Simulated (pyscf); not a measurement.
1,1-elimination: InH₃ → InH [singlet] + hydrogen (H₂)

Gas phase, singlet surface, charge 0. Bonds broken: In1–H2, In1–H3. Bonds formed: H2–H3. PySCF, gas phase, ωB97X-D3(BJ)/def2-SVP geometries.

Transition state (Å):

```xyz
4

In    -1.3537    -0.7181    -0.6686
H     -0.7075    -0.2161     1.1560
H     -0.2593    -1.4023     0.4379
H     -2.3882     0.6194    -0.8218
```

One imaginary mode, 1438i cm⁻¹; descent along it reached the two sides named.

```
bond    change  reactant side (Å)  saddle  product side
------  ------  -----------------  ------  ------------
In1–H2  breaks              1.727   2.000           2.8
In1–H3  breaks              1.727   1.700           2.9
H2–H3    forms                3.0   1.457         0.764
```

Electronic energies relative to the reactant's lowest minimum found (kJ/mol):

```
level                   barrier  reaction energy  reverse barrier
----------------------  -------  ---------------  ---------------
ωB97X-D3(BJ)/def2-TZVP    250.3            +28.3            222.0
PBE/def2-TZVP             192.1             +2.0            190.1
r²SCAN/def2-TZVP          208.5            +17.1            191.4
B3LYP-D3(BJ)/def2-TZVP    214.2             -5.8            220.0
PBE0-D3(BJ)/def2-TZVP     218.7            +16.4            202.3
M06-2X/def2-TZVP          236.3             +1.1            235.3
ωB97M-D3(BJ)/def2-TZVP    238.5            +15.9            222.6
HF/def2-TZVP              297.1            +11.0            286.1
```

With ωB97M-D3(BJ)/def2-TZVP energies and thermal terms (ideal gas, 1 atm, RRHO with modes under 100 cm⁻¹ raised to 100, one conformer, R ln 2 for chiral ones without a mode under 150 cm⁻¹), in kJ/mol:

```tsv
T (K)	ΔH‡	ΔG‡	ΔH	ΔG
298	231.1	226.9	+13.1	-19.6
600	230.0	223.0	+15.1	-53.7
900	228.3	219.8	+14.5	-88.1
1200	226.4	217.2	+12.4	-122.0
```

One saddle was located; it need not be the lowest between these sides. Elements past Kr carry the def2 core potentials, without spin-orbit coupling.
